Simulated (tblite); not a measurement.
# Cl2H3O: the cost of one run

Programs: tblite 0.8.0 and PySCF 2.14.0. All values are calculated, for the isolated system unless a continuum is named. Atoms count from 0, parts from 1.

## 1. Starting point

6 atoms, charge -1, multiplicity 1; geometry: rigid parts in contact. Parts: 1 = atoms 0–1, `[OH-]`, charge -1; 2 = atoms 2–3, `Cl`, charge 0; 3 = atoms 4–5, `Cl`, charge 0.

## 2. Search for minima with GFN2-xTB

Job settings and geometry (Å):

```
{"job": {"kind": "dock", "xc": "GFN2-xTB", "basis": "xTB"}, "charge": -1, "multiplicity": 1, "parts": [{"atoms": "0-1", "charge": -1, "multiplicity": 1}, {"atoms": "2-3", "charge": 0, "multiplicity": 1}, {"atoms": "4-5", "charge": 0, "multiplicity": 1}]}
O      0.462623    -0.152399    -0.406517
H     -0.508281    -0.071134    -0.174435
Cl    -0.194325     1.307881     3.381914
H      0.666834     0.982452     2.559004
Cl    -2.552316     2.579107     1.948304
H     -1.792144     1.557786     1.759843
```

Method: GFN2-xTB search for minima from random contacts, gas phase.

Started as:

```bash
$ OMP_NUM_THREADS=1 python cluster_run.py task.json out
```

The driver reads the jobs from task.json and runs them one after another.

**Question.** How long does this first job take on 1 thread of Arm Neoverse V1, shared host?

About 3.5 s.
